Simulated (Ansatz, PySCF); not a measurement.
Species: CHO₂, charge 0, multiplicity 2. It need not be the lowest isomer of its formula. 
Coordinates optimised at B3LYP-D3(BJ)/def2-TZVP (Ansatz, an electronic-structure program):
```
C
O 1 1.1815
O 1 1.3236 2 130.78
H 3 0.9792 1 109.74 2 0.00
```
Charge 0, spin multiplicity 2.


Quantity: enthalpy of formation at 298 K (from the atomisation energy, B3LYP-D3(BJ)/def2-TZVP harmonic zero-point and thermal terms from PySCF, and the atoms' enthalpies of formation in the G2/97 table; no spin-orbit terms, and no core term in the frozen-core levels), in kJ/mol. Valence correlation only, unless marked. Open shells are spin-unrestricted. Spin-orbit coupling is left out. No relativistic terms. The coupled-cluster limit lacks core correlation, which all-electron functionals hold. CBS(X,Y): correlation extrapolated as X^-3; Hartree-Fock from the larger set. The bracket is a focal-point correction in the basis named.

```tsv
level	program	enthalpy of formation at 298 K (kJ/mol)
HF-D4/def2-TZVPD	PySCF + dftd4	432.5
BLYP-D3(BJ)/def2-TZVPD	Ansatz + dftd3	-224.6
revPBE-D3(BJ)/def2-TZVPD	Ansatz + dftd3	-214.0
BP86-D4/def2-TZVPD	PySCF + dftd4	-284.6
```

Task: What does RI-MP2/CBS(aug-cc-pVTZ,aug-cc-pVQZ)+[CCSD(T)-MP2]/aug-cc-pVTZ (Ansatz) give?

Result: -175.4 kJ/mol
